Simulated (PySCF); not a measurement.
Ligands exchanged one at a time, Al Cl-SH. Gas-phase values, no solvent. One relaxed conformer stands for each flexible species; it need not be the lowest. Strings in code marks are SMILES.

The HOMO–LUMO gap from two functionals at the same geometries (B3LYP-D3(BJ)/def2-TZVP), both in PySCF: PBE-D3(BJ)/def2-TZVP and B3LYP-D3(BJ)/def2-TZVP. B3LYP has the VWN-RPA correlation part, as in Gaussian. 

| species | PBE-D3(BJ)/def2-TZVP (eV) | B3LYP-D3(BJ)/def2-TZVP (eV) |
|---|---|---|
| 0 of 3 Cl replaced by SH | 5.78 | 7.49 |
| 1 of 3 Cl replaced by SH | 5.11 | 6.66 |
| 2 of 3 Cl replaced by SH | 4.96 | 6.49 |
| 3 of 3 Cl replaced by SH (`[SH][Al]([SH])[SH]`) | 5.01 | 6.56 |

Over these rows, drawn at random from the members with no instability flagged (it was tested for open shells, ions and some series alone), PBE minus B3LYP-D3(BJ): mean -1.58 eV, from -1.71 eV to -1.54 eV.
